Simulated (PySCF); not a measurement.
AlH⁺: from constants to spectrum

UHF-CCSD(T) constants of AlH⁺, ²Σ⁺ (doublet), unpaired electrons σ ↑ (basis Al def2-TZVPPD, H def2-TZVPPD; no relativity; PySCF 2.14; masses 26.9815 and 1.0078 u):

* ωe: 1675.0 cm⁻¹
* ωexe: 67.0 cm⁻¹
* Be: 6.6925 cm⁻¹
* αe: 0.305 cm⁻¹
* D (centrifugal): 0.000427 cm⁻¹
* De to Al⁺ + H: 0.83 eV

Give the vibrational terms G(v) and spacings up to v = 3.

G(v) = ωe(v+½) − ωexe(v+½)².

| v | G(v) (cm⁻¹) | G(v) − G(v−1) | Bv (cm⁻¹) |
| --- | --- | --- | --- |
| 0 | 821 |  | 6.540 |
| 1 | 2362 | 1541 | 6.235 |
| 2 | 3769 | 1407 | 5.930 |
| 3 | 5042 | 1273 | 5.625 |

How well does the Morse estimate ωe²/(4ωexe) reproduce De, and what is D0?

It gives 1.30 eV, 156 % of the computed De. D0 = De − G(0) = 0.83 − 0.10 = 0.73 eV.

Correlated steps freeze 5 core orbitals. For an ion De counts to the pair picked by the measured ionisation energies or electron affinities, which need not be the lowest pair at this level. The state was picked by a PBE0 search and need not be the measured ground state.
